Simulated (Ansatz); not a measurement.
We consider corundum (α-Al2O3), described by B3LYP (VWN-RPA form) in Ansatz (plane waves, PAW).

Run with plane-wave cutoff 460 eV, 6×6×6 k mesh, Fermi–Dirac smearing 0.01 eV, scalar-relativistic PAW data made under PBE.

Cell (measured lattice):

```xyz
10
Lattice="-4.5418 -2.3785 0.0000 -4.5418 2.3785 0.0000 -3.2962 0.0000 -3.9269" Properties=species:S:1:pos:R:3 pbc="T T T"
Al   -10.5498     0.0000    -3.3464
Al    -4.3599     0.0000    -1.3830
Al    -1.8300     0.0000    -0.5805
Al    -8.0199     0.0000    -2.5439
O     -4.7431    -0.9217    -2.9451
O     -5.1245     1.6501    -1.7425
O     -7.6368     0.9217    -0.9817
O     -6.7726     0.7284    -3.7060
O     -7.2553    -1.6501    -2.1843
O     -5.6072    -0.7284    -0.2209
```

### Question
What does this level give for the band gap?

### Answer

* **band gap**: 8.61 eV (on the SCF k mesh) (direct)

Note: cell and atoms aren't relaxed at this level (largest force component 0.03 eV/Å, pressure 3.8 GPa).

The computed numbers hold no vibrational or temperature effects.

Ansatz is a quantum-chemistry and plane-wave program.
